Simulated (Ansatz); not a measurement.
**BH₂F (SMILES BF): functionals against CCSD(T) at one geometry**

One table from this session's results is given with a row withheld; the runs are named, their logs left out.

Method: single points in def2-TZVPP; program: Ansatz 0.2.0, Gaussian basis.

Cores are frozen in the correlated methods. B3LYP uses VWN-RPA correlation.

## Where the work starts

SMILES `BF`, 4 atoms, charge 0, spin multiplicity 1.

Atoms are counted from 1 here; the program's logs count them from 0.

Bond lengths: B1–F2 1.284 Å, B1–H3 1.163 Å, B1–H4 1.141 Å. Angles: F2–B1–H3 117.8°, F2–B1–H4 118.0°, H3–B1–H4 124.2°.

As a file:

```mol
BFH2
  3D, bonds by distance, orders not assigned

  4  3  0  0  0  0  0  0  0  0999 V2000
   -0.0311    0.0070   -0.0353 B   0  0
    1.0269   -0.2994    0.6246 F   0  0
   -0.9893   -0.6254    0.1528 H   0  0
    0.0350    0.8650   -0.7846 H   0  0
  1  2  8  0
  1  3  8  0
  1  4  8  0
M  END
```

Set-up of the first run:

The input, run/in.yaml:

```yaml
crystal:
  periodic: [false, false, false]
  atoms:
    - {symbol: B, position_ang: [-0.031100, 0.007000, -0.035300]}
    - {symbol: F, position_ang: [1.026900, -0.299400, 0.624600]}
    - {symbol: H, position_ang: [-0.989300, -0.625400, 0.152800]}
    - {symbol: H, position_ang: [0.035000, 0.865000, -0.784600]}
basis:
  gaussian: {orbitals: def2-TZVPP}
correlation: {method: ccsd_t}
output: {forces: true}
```

The command line of these runs was not kept.

Steps of the session up to this table: CCSD(T)/def2-TZVPP; PBE0-D4/def2-TZVPP; wB97M-V/def2-TZVPP; r2SCAN-D4/def2-TZVPP; PBE-D4/def2-TZVPP; B3LYP-D4/def2-TZVPP; r2SCANh-D4/def2-TZVPP.

One table of the session follows, with a row left open; its other results are not shown here.

| method | RMS force component (eV/Å) | angle to CCSD(T) forces (°) | dipole (D) |
| --- | --- | --- | --- |
| CCSD(T) | 0.841 | reference | 0.66 |
| PBE0-D4 | 0.765 | 9.0 | 0.63 |
| wB97M-V | ? | ? | ? |
| r2SCAN-D4 | 0.804 | 4.6 | 0.56 |
| PBE-D4 | 0.945 | 3.2 | 0.49 |
| B3LYP-D4 | 0.795 | 0.9 | 0.63 |
| r2SCANh-D4 | 0.753 | 6.8 | 0.61 |

**Question.** Estimate the row for wB97M-V.

The run gave: RMS force component (eV/Å): 0.798; angle to CCSD(T) forces (°): 1.6; dipole (D): 0.61. In the column «RMS force component (eV/Å)» it lies between B3LYP-D4 (0.795) and r2SCAN-D4 (0.804).
